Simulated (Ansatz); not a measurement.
**Isomers**

Structures of BSiH₄O (charge -1), closed shell, relaxed at PBE0-D4/def2-TZVPD (vibrations not checked; lower isomers may exist, and structures with a doubtful reference or unclear bonds are left out). Computed with Ansatz 0.2.0 (basis: def2-TZVPPD); correlated methods freeze the cores. B3LYP uses VWN-RPA correlation.

**Question.** Rank them by CCSD(T) energy, lowest first, and give each one's height above the lowest. Links in brackets join atoms within 1.22 times the sum of their covalent radii (1.1 for two metals). (Judge from chemistry; the value comes from the calculation.)
A.
BSiH₄O ([BH2][O][SiH2]), total charge -1
```
7
angstrom
B -1.1036 0.3453 -0.5652
O -0.3957 0.3017 0.5407
Si 0.9340 -0.7339 1.1132
H -0.8536 -0.3574 -1.5293
H -2.0515 1.1129 -0.6381
H 1.9330 0.4195 1.3471
H 1.5375 -1.0881 -0.2684
```
B.
BSiH₄O ([BH3][SiH][O]), total charge -1
```
7
angstrom
B -0.8489 0.3799 -0.1388
Si 0.8439 -0.5804 0.1561
O 1.2868 -2.0477 0.3570
H -1.8437 -0.3155 -0.1887
H -0.6261 0.9991 -1.1772
H -0.8569 1.1870 0.7888
H 2.0448 0.3776 0.2027
```
C.
BSiH₄O ([BH2][SiH][OH]), total charge -1
```
7
angstrom
B -0.4140 0.5449 0.0691
Si 1.1107 -0.4697 -0.1354
O 1.4634 -1.9747 0.5914
H 0.7259 -2.2344 1.1471
H -0.4683 1.5897 -0.5379
H -1.3396 0.2071 0.7721
H 2.3436 -0.2228 -0.9469
```

**Answer.** The calculation gives: A (0.00 kcal/mol), B (1.85 kcal/mol), C (24.53 kcal/mol). Heights count from the lowest.

**Question.** Do PBE-D4, r2SCAN-D4, PBE0-D4, B3LYP-D4, wB97M-V, HF, MP2 give the same order? (Judge from chemistry; the calculation decides.)

**Answer.** The calculation gives: Lowest first: PBE-D4 B < A < C; r2SCAN-D4 B < A < C; PBE0-D4 B < A < C; MP2 B < A < C. The others agree with CCSD(T).

The T1 diagnostic stays at or below 0.019.

For scale, one of the runs: CCSD(T)/def2-TZVPPD, 193 basis functions, launched by `ansatz run in.yaml --threads 2 --pin off --events-out ev --progress --plain --max-ram 4352MiB`. Time: 38 s of wall clock on 2 CPU threads of an Arm Neoverse V2; the host was shared. Peak host memory: 2.1 GiB.
